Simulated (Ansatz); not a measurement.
The input, for Ansatz 0.2.0:

```yaml
crystal:
  periodic: [false, false, false]
  atoms:
    - {symbol: H, position_ang: [0.000000, 0.000000, -1.071000]}
    - {symbol: H, position_ang: [0.000000, 0.000000, -0.250000]}
    - {symbol: S, position_ang: [0.000000, 0.000000, 1.321000]}
basis:
  gaussian: {orbitals: 6-31G}
magnetization: {spin_polarized: false, initial_magnetization: 2}
correlation: {method: ccsdtq, electrons: outside_noble_gas}
```

```sh
$ ansatz run in.yaml --threads 1 --pin off --events-out ev --progress --plain --max-ram 2393MiB
```

The program prints:

```
322 factors; integrals over basis functions are off by at most 1.3e-7 eV
mean field evaluation 1: about -10844.4558 eV, gradient 7.1e0 eV
mean field evaluation 2: about -10844.4568 eV, gradient 7.1e0 eV
mean field evaluation 4: about -10844.8448 eV, gradient 7.2e-1 eV
mean field evaluation 8: about -10844.8640 eV, gradient 1.3e-2 eV
mean field evaluation 16: about -10844.8600 eV, gradient 3.5e-1 eV
mean field evaluation 32: about -10843.8694 eV, gradient 1.7e-6 eV
mean field evaluation 64: about -10844.8640 eV, gradient 4.0e-2 eV
mean field evaluation 96: about -10844.8637 eV, gradient 1.2e-1 eV
mean field -10844.86404452 eV, -398.5414027231 hartree, gradient 2.4e-6 eV, S^2 2.000000; 9 other end points of the search recorded, 0 dependent functions left out
mean field evaluation 128: about -10844.8583 eV, gradient 3.2e0 eV
determinant -10844.86404452 eV, -398.5414027231 hartree, with singles and doubles -10846.47905833 eV, -398.6007533861 hartree
determinant -10843.86939971 eV, -398.5048502007 hartree, with singles and doubles -10845.23017007 eV, -398.5548575892 hartree
5 core orbitals not correlated: weight in the atoms' cores, before any rotation towards them, 1.000 or more for the frozen orbitals, at most 0.000 for the correlated occupied ones
reference -10844.86404452 eV, -398.5414027231 hartree; 5, 3 occupied and 7, 9 virtual orbitals, 322 factors
second order -1.13621202 eV of doubles, -0.07087946 eV of singles
cycle   1  -1.47664801 eV  change   -2.7e-1 eV  update   4.4e-2
cycle   2  -1.62102946 eV  change   -1.4e-1 eV  update   2.0e-2
cycle   3  -1.62943997 eV  change   -8.4e-3 eV  update   7.0e-3
cycle   4  -1.63177150 eV  change   -2.3e-3 eV  update   3.0e-3
cycle   5  -1.63191081 eV  change   -1.4e-4 eV  update   8.6e-4
cycle   6  -1.63175710 eV  change    1.5e-4 eV  update   1.9e-4
cycle   7  -1.63177336 eV  change   -1.6e-5 eV  update   7.8e-5
cycle   8  -1.63178399 eV  change   -1.1e-5 eV  update   3.3e-5
cycle   9  -1.63177651 eV  change    7.5e-6 eV  update   1.1e-5
cycle  10  -1.63177518 eV  change    1.3e-6 eV  update   3.7e-6
cycle  11  -1.63177530 eV  change   -1.2e-7 eV  update   1.5e-6
cycle  12  -1.63177568 eV  change   -3.8e-7 eV  update   6.7e-7
Total energy: -10846.49582020 eV, -398.6013693734 hartree
```

For the same geometry and basis full CI lies 0.1 meV lower.

Ran on 1 thread of Intel Xeon Platinum 8488C, shared host: 10 s wall, 0.22 GiB peak host memory.
